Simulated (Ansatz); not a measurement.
Reaction (ligand exchange at a B–N bond): `NBN` + H₂S → `NBS` + NH₃

Gas-phase electronic energies from Ansatz, PBE0-D4/def2-TZVP geometries. CCSD(T)/CBS is the MP2 limit (def2-TZVPP, def2-QZVPP) plus CCSD(T) − MP2 in def2-TZVPP, frozen cores. This one scheme is used for every species. Functionals use def2-TZVPP. B3LYP here is the variant with VWN-RPA as its local correlation; programs differ in this. HSE06 is defined as in plane-wave codes. One conformer a species, not always the lowest.

```csv
level,ΔE (kJ/mol),difference from CCSD(T)/CBS
LDA (SPW92),28.0,5.5
PBE-D4,18.8,-3.7
BLYP-D4,24.6,2.1
r2SCAN-D4,21.2,-1.3
B97M-V,20.3,-2.2
PBE0-D4,21.1,-1.4
B3LYP-D4,26.7,4.2
r2SCANh-D4,22.0,-0.5
r2SCAN0-D4,23.2,0.7
HSE06-D4,21.0,-1.5
BHLYP-D4,29.5,7.0
CAM-B3LYP-D4,31.6,9.1
ωB97X-V,24.8,2.3
ωB97M-V,26.4,3.9
PBE-QIDH,22.2,-0.3
PBE,20.0,-2.5
revPBE,17.6,-4.9
BLYP,27.1,4.6
r2SCAN,21.5,-1.0
PBE0,22.2,-0.3
B3LYP,28.8,6.3
r2SCANh,22.3,-0.2
r2SCAN0,23.6,1.1
HSE06,22.1,-0.4
BHLYP,31.9,9.4
LC-ωPBE,26.5,4.0
RPA@PBE/def2-TZVPP,22.9,0.4
CCSD/def2-SVP,30.4,7.9
CCSD(T)/def2-SVP,28.4,5.9
HF/def2-TZVPP,34.0,11.5
MP2/def2-TZVPP,20.9,-1.6
SCS-MP2/def2-TZVPP,23.6,1.1
CCSD/def2-TZVPP,25.9,3.4
CCSD(T)/def2-TZVPP,23.1,0.6
HF/def2-QZVPP,35.0,12.5
MP2/def2-QZVPP,20.8,-1.7
SCS-MP2/def2-QZVPP,23.6,1.1
HF/CBS(def2),35.1,12.6
MP2/CBS(def2),20.2,-2.3
CCSD/CBS(def2),25.3,2.8
CCSD(T)/CBS,22.5,0
```

Largest T1 diagnostic among the species: 0.012.

Leaving LDA and LC-ωPBE aside and taking each functional with its dispersion term where it has one, the values, not all of them listed here, spread over 15.2 kJ/mol, from revPBE-D4 to CAM-B3LYP-D4. LDA lies +8.0 kJ/mol from PBE without D4. In def2-TZVPP, CCSD(T) changes the Hartree–Fock value by −10.9 kJ/mol (the triples alone add −2.8 kJ/mol) and MP2 by −13.2 kJ/mol.
